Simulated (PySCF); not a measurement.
B3LYP has the VWN-RPA correlation part, as in Gaussian. 

C$_{4}$H$_{9}$, SMILES `[C](C)(C)C` (charge 0, multiplicity 2)

Level of theory: PySCF with B3LYP-D3(BJ)/def2-TZVP.

```yaml
highest_occupied_spin_orbital: -4.75 eV
dipole_moment: 0.21 D
total_energy: -4295.99 eV
cost: very roughly 9 core-minutes
```

Bonds (Å): C1–C2 1.490, C1–H5 1.103, C1–H6 1.093, C1–H7 1.093, C2–C3 1.490, C2–C4 1.490, C3–H8 1.093, C3–H9 1.104, C3–H10 1.093, C4–H11 1.103, C4–H12 1.093, C4–H13 1.093. Angles (°): C2–C1–H5 111.6, C2–C1–H6 111.8, C2–C1–H7 111.8, H5–C1–H6 106.5, H5–C1–H7 106.5, H6–C1–H7 108.4, C1–C2–C3 118.7, C1–C2–C4 118.7, C3–C2–C4 118.7, C2–C3–H8 111.8, C2–C3–H9 111.6, C2–C3–H10 111.8, H8–C3–H9 106.5, H8–C3–H10 108.4, H9–C3–H10 106.5, C2–C4–H11 111.6, C2–C4–H12 111.8, C2–C4–H13 111.8, H11–C4–H12 106.5, H11–C4–H13 106.5, H12–C4–H13 108.4.
Charge 0, spin multiplicity 2.
